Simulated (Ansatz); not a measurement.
A calculation with Ansatz (development build ahead of 0.2.0).

```yaml
crystal:
  periodic: [false, false, false]
  atoms:
    - { symbol: C, position_ang: [0.0054, 0.00036, -0.64211] }
    - { symbol: C, position_ang: [0.00779, 0.00609, 0.63522] }
basis:
  gaussian: { orbitals: STO-3G }
total_charge: -1
magnetization:
  spin_polarized: true
  initial_magnetization: 1
hamiltonian:
  xc: hf
correlation:
  method: mp2
  frozen_orbitals: { C: 1 }
```

The input is written out in the form of the current development build from the run's settings.

Results

```
Converged                       : yes
Reference energy                : -74.40160 hartree
Correlation energy              : -0.10322 hartree
Total energy                    : -74.50481 hartree
Spin squared of the determinant : 1.229
```

Caution: no diffuse functions for an anion; the unrestricted determinant is spin contaminated.
